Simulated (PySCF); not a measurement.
Cartesian coordinates in Å; atom numbers follow the order of the lines, from 1:
```xyz
15

C     1.6282   -0.1858   -0.4400
C     0.4370    0.0661    0.4771
C    -0.6247   -1.0433    0.3641
C    -1.7843   -0.3108   -0.2474
N    -1.6443    0.9283   -0.4051
C    -0.3444    1.3430    0.0593
H     1.3001   -0.2695   -1.4743
H     2.1367   -1.1071   -0.1623
H     2.3418    0.6327   -0.3698
H     0.7938    0.1613    1.5049
H    -0.3026   -1.8704   -0.2703
H    -0.9124   -1.4559    1.3332
H    -2.6977   -0.8075   -0.5354
H     0.1542    1.8876   -0.7458
H    -0.4858    2.0393    0.8900
```

Geometry: GFN2-xTB; GIAO absolute shieldings from PySCF 2.14.0 with density-fitted response routines, gas phase, non-relativistic, averaged over equivalent atoms.

At HF/pcSseg-1 (147 basis functions, 5.8 s wall time on 1 thread of an Arm Neoverse V1, shared host):
| atoms | σ (ppm) |
| --- | --- |
| C4 | 23.5 |
| C6 | 127.3 |
| C3 | 150.9 |
| C2 | 167.4 |
| C1 | 169.7 |
| N5 | -119.1 |
| H13 | 24.76 |
| H15 | 28.07 |
| H14 | 28.68 |
| H12 | 29.67 |
| H10 | 30.21 |
| H11 | 30.40 |
| H7/H8/H9 | 31.14 |

What do these become at B97-D/pcSseg-1?

## Answers


| atoms | σ at B97-D/pcSseg-1 | change |
| --- | --- | --- |
| C4 | 20.1 | -3.4 |
| C6 | 106.2 | -21.1 |
| C3 | 131.9 | -19.0 |
| C2 | 148.6 | -18.8 |
| C1 | 156.4 | -13.3 |
| N5 | -107.0 | +12.1 |
| H13 | 24.58 | -0.18 |
| H15 | 27.37 | -0.70 |
| H14 | 28.02 | -0.66 |
| H12 | 28.95 | -0.72 |
| H10 | 29.60 | -0.61 |
| H11 | 29.74 | -0.66 |
| H7/H8/H9 | 30.82 | -0.32 |

The largest change is at C6 (sp3 CH2 bonded to N). Cost: 147 basis functions, 25 s wall time on 1 thread of an Arm Neoverse V1, shared host. The order of the carbon signals is the same at both levels.
